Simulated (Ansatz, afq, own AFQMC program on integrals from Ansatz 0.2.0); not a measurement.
Integrals from Ansatz 0.2.0, then the random walk in our own AFQMC program (afq).

```yaml
crystal:
  periodic: [false, false, false]
  atoms:
    - {symbol: Al, position_ang: [0.000000, 0.000000, 0.000000]}
    - {symbol: Ga, position_ang: [0.000000, 0.000000, 3.018500]}
basis:
  gaussian: {orbitals: cc-pVTZ}
magnetization: {spin_polarized: false}
correlation: {method: ccsd_t, electrons: outside_noble_gas, hamiltonian_folder: ham}
```

```sh
$ ansatz run in.yaml --threads 1 --pin off --events-out ev --progress --plain --max-ram 1843MiB
```

Options of the walk:

```
--method phaseless --trial cisd --walkers 60 --populations 1 --least-time 40 --time-step 0.005 --steps-per-block 50 --equilibration-blocks 28 --max-blocks 300 --target-error 0.00029 --factor-cut 1e-05 --seed 4745 --release-times 0.24,0.51,0.99,1.62,2.4 --release-step 0.03 --release-every 4 --taylor-order 6
```

Times are imaginary, in 1/Eh. The walk had a cap of 1346 s. Filled inner d shells are frozen with the cores.

Log:

```
orbitals 58  electrons 3 3  factors 435 of 512
reference energy -2165.14526763 Eh
CCSD correlation -0.12731693 Eh in 13 cycles, weight of the determinant in the CISD state 0.8387
energy of the start -2165.272584 Eh
 block  time / (1/Eh)  mean weight  energy / Eh
     1     0.250  0.9986  -2165.271419
     2     0.500  1.0003  -2165.271451
     3     0.750  0.9992  -2165.272339
     4     1.000  1.0002  -2165.273182
     5     1.250  1.0008  -2165.273010
     9     2.250  0.9999  -2165.273879
    33     8.250  1.0016  -2165.281418
    65    16.250  0.9989  -2165.276362
    89    22.250  1.0007  -2165.271914
    97    24.250  0.9987  -2165.274546
   121    30.250  0.9993  -2165.285039
   129    32.250  1.0006  -2165.276238
   161    40.250  1.0009  -2165.273078
   193    48.250  0.9998  -2165.282111
   225    56.250  0.9998  -2165.278667
   257    64.250  0.9999  -2165.284085
   289    72.250  1.0012  -2165.276636
   321    80.250  1.0008  -2165.282156
blocks merged  error / Eh  count
     1  0.000229  300
     2  0.000298  150
     4  0.000373  75
     8  0.000465  37
    16  0.000573  18
    32  0.000559  9
released: time / (1/Eh)  energy / Eh  error  mean overlap
  0.24  -2165.278362  0.000591  1.0002
  0.51  -2165.278185  0.000567  1.0045
  0.99  -2165.278676  0.000729  0.9893
  1.62  -2165.279029  0.000494  0.9951
  2.40  -2165.279495  0.000721  0.9877
energy -2165.277754 +/- 0.000573 Eh
(rows thinned)
```

The run passed its tests (sampling time, drift between the halves within three errors, error under three times the target), which doesn't prove that it has relaxed.

Against this walk (error 15.6 meV) on the same determinant: CCSD(T) 10.9 meV higher (within the noise), CCSDT(Q) 39.1 meV lower. The error is statistical and leaves out the bias of the constraint. The released energies are still falling (meV from the phaseless value at times in 1/Eh: -17 ± 16 at 0.24, -12 ± 15 at 0.51, -25 ± 20 at 0.99, -35 ± 13 at 1.62, -47 ± 20 at 2.40), so they give no level.

Cautions: constraint bias not in the error; error above the target (15.6 against 7.9 meV); no relativity below Rb; no spin-orbit coupling; inner d shell frozen; higher spins were not checked; restricted determinant unstable towards unrestricted (UHF 588 meV lower, ⟨S²⟩ 1.10); CCSDT(Q) on the UHF determinant differs (136 meV lower), perhaps since the unrestricted series falls towards higher spin.

The walk took 7.4 min on 1 thread of Intel(R) Xeon(R) Platinum 8488C (Sapphire Rapids), on a shared host. The log's last line is the phaseless energy.

CCSDT and higher add their correlation energy to the determinant of the CCSD(T) run, since their own runs factorise the integrals more tightly (a shift of under 2 meV). A walk keeps the symmetry of its determinant, which the program's search chose and which needn't be the lowest solution, so a lower state of the same spin and another symmetry isn't excluded.
